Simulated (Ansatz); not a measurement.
Ansatz (an electronic-structure program) input (B3LYP-D3(BJ)/def2-TZVP):

Ansatz 0.2 input:
```yaml
crystal:
  periodic: [false, false, false]
  atoms:
    - {symbol: C, position_ang: [-0.00246265, -0.16178159, 2.21889331]}
    - {symbol: C, position_ang: [0.00017060, -0.05916222, 0.87062909]}
    - {symbol: C, position_ang: [0.00162481, 0.03111400, -0.34771716]}
    - {symbol: C, position_ang: [0.00302719, 0.14537834, -1.78458296]}
    - {symbol: H, position_ang: [-0.92790730, -0.20876545, 2.76419033]}
    - {symbol: H, position_ang: [0.91997871, -0.19741990, 2.76984566]}
    - {symbol: H, position_ang: [-0.00583674, 1.19795537, -2.07871085]}
    - {symbol: H, position_ang: [0.89668160, -0.32146351, -2.20172649]}
    - {symbol: H, position_ang: [-0.88096357, -0.33660188, -2.20480928]}
basis:
  gaussian:
    orbitals: def2-TZVP
hamiltonian:
  xc: b3lyp
  dispersion: d3bj
magnetization: {spin_polarized: true, initial_magnetization: 1}
relax: {f_tol: 0.002, max_steps: 150}
```

Output:

```
Functional definition: B3LYP
integrals: 0.05 GiB planned
940 factors; their error is unknown
mean field: 0.70 GiB planned
mean field evaluation 1: about -4219.9055 eV, gradient 4.2e1 eV
mean field evaluation 2: about -4219.0721 eV, gradient 4.2e1 eV
mean field evaluation 4: about -4228.3673 eV, gradient 3.9e0 eV
mean field evaluation 8: about -4228.4400 eV, gradient 1.1e-1 eV
mean field evaluation 16: about -4228.4305 eV, gradient 5.3e-4 eV
mean field -4228.43051538 eV, -155.3919553070 hartree, gradient 3.4e-5 eV, S^2 0.768308; 0 other end points of the search recorded, 0 dependent functions left out
the calculation of the forces begins
reference -4228.43077253 eV, -155.3919647572 hartree; 15, 14 occupied and 139, 140 virtual orbitals, 940 factors
relax step   1: F+E_penalty+E_count = -4228.66356700 eV  Δ(F+E_penalty+E_count) = +0.000e0 eV  max|allowed force component| = 4.310e-1 eV/Å  Δτ_max = 0.0000 Å  (33 SCF iters, accepted)
these checks for a lower state are left out or cut short: starts, cluster_reference, orbital_swaps, neighbouring_geometries, increment
integrals: 0.05 GiB planned
940 factors; their error is unknown
mean field: 0.70 GiB planned
mean field -4228.44155368 eV, -155.3923609570 hartree, gradient 1.5e-5 eV, S^2 0.768585; 0 other end points of the search recorded, 0 dependent functions left out
the calculation of the forces begins
reference -4228.44181150 eV, -155.3923704318 hartree; 15, 14 occupied and 139, 140 virtual orbitals, 940 factors
relax step   2: F+E_penalty+E_count = -4228.67370661 eV  Δ(F+E_penalty+E_count) = -1.014e-2 eV  max|allowed force component| = 2.419e-1 eV/Å  Δτ_max = 0.0187 Å  (38 SCF iters, accepted)
these checks for a lower state are left out or cut short: starts, cluster_reference, orbital_swaps, neighbouring_geometries, increment
integrals: 0.05 GiB planned
940 factors; their error is unknown
mean field: 0.70 GiB planned
mean field evaluation 32: about -4228.4201 eV, gradient 2.3e-5 eV
mean field -4228.42007609 eV, -155.3915716702 hartree, gradient 2.4e-5 eV, S^2 0.768695; 0 other end points of the search recorded, 0 dependent functions left out
the calculation of the forces begins
reference -4228.42033691 eV, -155.3915812553 hartree; 15, 14 occupied and 139, 140 virtual orbitals, 940 factors
relax step   3: F+E_penalty+E_count = -4228.65175321 eV  Δ(F+E_penalty+E_count) = +2.195e-2 eV  max|allowed force component| = 4.581e-1 eV/Å  Δτ_max = 0.0718 Å  (38 SCF iters, rejected (line search))
these checks for a lower state are left out or cut short: starts, cluster_reference, orbital_swaps, neighbouring_geometries, increment
integrals: 0.05 GiB planned
940 factors; their error is unknown
mean field: 0.70 GiB planned
mean field -4228.44169851 eV, -155.3923662796 hartree, gradient 2.1e-5 eV, S^2 0.768562; 0 other end points of the search recorded, 0 dependent functions left out
the calculation of the forces begins
reference -4228.44195600 eV, -155.3923757422 hartree; 15, 14 occupied and 139, 140 virtual orbitals, 940 factors
relax step   4: F+E_penalty+E_count = -4228.67366216 eV  Δ(F+E_penalty+E_count) = +4.444e-5 eV  max|allowed force component| = 7.063e-2 eV/Å  Δτ_max = 0.0272 Å  (37 SCF iters, rejected (line search))
these checks for a lower state are left out or cut short: starts, cluster_reference, orbital_swaps, neighbouring_geometries, increment
integrals: 0.05 GiB planned
940 factors; their error is unknown
mean field: 0.70 GiB planned
mean field -4228.44273034 eV, -155.3924041986 hartree, gradient 1.7e-5 eV, S^2 0.768545; 0 other end points of the search recorded, 0 dependent functions left out
the calculation of the forces begins
reference -4228.44298830 eV, -155.3924136782 hartree; 15, 14 occupied and 139, 140 virtual orbitals, 940 factors
relax step   5: F+E_penalty+E_count = -4228.67462920 eV  Δ(F+E_penalty+E_count) = -9.226e-4 eV  max|allowed force component| = 1.173e-2 eV/Å  Δτ_max = 0.0083 Å  (38 SCF iters, accepted)
these checks for a lower state are left out or cut short: starts, cluster_reference, orbital_swaps, neighbouring_geometries, increment
integrals: 0.05 GiB planned
940 factors; their error is unknown
mean field: 0.70 GiB planned
mean field -4228.44270916 eV, -155.3924034202 hartree, gradient 1.3e-5 eV, S^2 0.768544; 0 other end points of the search recorded, 0 dependent functions left out
the calculation of the forces begins
reference -4228.44296711 eV, -155.3924128996 hartree; 15, 14 occupied and 139, 140 virtual orbitals, 940 factors
relax step   6: F+E_penalty+E_count = -4228.67460901 eV  Δ(F+E_penalty+E_count) = +2.018e-5 eV  max|allowed force component| = 4.730e-2 eV/Å  Δτ_max = 0.0012 Å  (38 SCF iters, rejected (line search))
these checks for a lower state are left out or cut short: starts, cluster_reference, orbital_swaps, neighbouring_geometries, increment
integrals: 0.05 GiB planned
940 factors; their error is unknown
mean field: 0.70 GiB planned
mean field -4228.44273601 eV, -155.3924044071 hartree, gradient 1.3e-5 eV, S^2 0.768547; 0 other end points of the search recorded, 0 dependent functions left out
the calculation of the forces begins
reference -4228.44299397 eV, -155.3924138867 hartree; 15, 14 occupied and 139, 140 virtual orbitals, 940 factors
relax step   7: F+E_penalty+E_count = -4228.67463446 eV  Δ(F+E_penalty+E_count) = -5.261e-6 eV  max|allowed force component| = 2.894e-3 eV/Å  Δτ_max = 0.0006 Å  (39 SCF iters, accepted)
these checks for a lower state are left out or cut short: starts, cluster_reference, orbital_swaps, neighbouring_geometries, increment
integrals: 0.05 GiB planned
940 factors; their error is unknown
mean field: 0.70 GiB planned
mean field evaluation 64: about -4228.4424 eV, gradient 3.5e-1 eV
mean field -4228.44273657 eV, -155.3924044275 hartree, gradient 1.3e-5 eV, S^2 0.768547; 0 other end points of the search recorded, 0 dependent functions left out
the calculation of the forces begins
reference -4228.44299452 eV, -155.3924139071 hartree; 15, 14 occupied and 139, 140 virtual orbitals, 940 factors
relax step   8: F+E_penalty+E_count = -4228.67463466 eV  Δ(F+E_penalty+E_count) = -2.043e-7 eV  max|allowed force component| = 2.668e-4 eV/Å  Δτ_max = 0.0001 Å  (38 SCF iters, accepted)
integrals: 0.05 GiB planned
940 factors; their error is unknown
mean field: 0.70 GiB planned
mean field -4228.44273657 eV, -155.3924044275 hartree, gradient 1.3e-5 eV, S^2 0.768547; 1 other end points of the search recorded, 0 dependent functions left out
the calculation of the forces begins
reference -4228.44299452 eV, -155.3924139071 hartree; 15, 14 occupied and 139, 140 virtual orbitals, 940 factors
Total energy: -4228.67489261 eV, -155.4009360048 hartree
Atom 0 at    -0.002793    -0.162159     2.235661 Å, force    -0.000015    -0.000082     0.000087 eV/Å
Atom 1 at    -0.000755    -0.061672     0.874300 Å, force     0.000019     0.000061    -0.000113 eV/Å
Atom 2 at     0.001094     0.026544    -0.345001 Å, force    -0.000014     0.000050    -0.000041 eV/Å
Atom 3 at     0.003126     0.146120    -1.790532 Å, force     0.000030     0.000267     0.000013 eV/Å
Atom 4 at    -0.930980    -0.209210     2.789533 Å, force     0.000043     0.000011     0.000015 eV/Å
Atom 5 at     0.923734    -0.197649     2.793164 Å, force    -0.000035     0.000012     0.000013 eV/Å
Atom 6 at    -0.005321     1.196551    -2.097906 Å, force    -0.000000    -0.000127     0.000099 eV/Å
Atom 7 at     0.892495    -0.317004    -2.224737 Å, force    -0.000010    -0.000089    -0.000026 eV/Å
Atom 8 at    -0.876287    -0.332268    -2.228469 Å, force    -0.000017    -0.000102    -0.000048 eV/Å
Dipole moment:     0.000254     0.019170    -0.201988 e Å
```

It need not be the lowest isomer of its formula.
